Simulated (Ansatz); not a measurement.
System: phosphanylidynephosphane, P₂, charge 0, multiplicity 1. 
Coordinates optimised at B3LYP-D3(BJ)/def2-TZVP (Ansatz, a program for electronic structure):
```
P
P 1 1.8895
```
Charge 0, spin multiplicity 1.

Computed values are from Ansatz. Cores are frozen in the correlated levels unless marked. Open shells are spin-unrestricted. No spin-orbit coupling. No relativistic terms. CBS(X,Y): correlation extrapolated as X^-3; Hartree-Fock from the larger set (for Q and 5 zeta extrapolated as (X+1)exp(-9√X)).

The Hartree-Fock reference is unstable (checked in the largest basis), which strains HF and MP2. 

Q: What is the atomisation energy De at CCSD(T)/CBS(cc-pV(Q+d)Z,cc-pV(5+d)Z)?

A: 115.9 kcal/mol.

Q: What is the T1 diagnostic at CCSD/cc-pV(5+d)Z?

A: 0.017.

Q: What is the total energy at CCSD(T)/CBS(cc-pV(Q+d)Z,cc-pV(5+d)Z)?

A: -681.8489 Eh.

Q: What is the dipole moment at CCSD(T)/aug-cc-pV(D+d)Z?

A: 0.00 D.
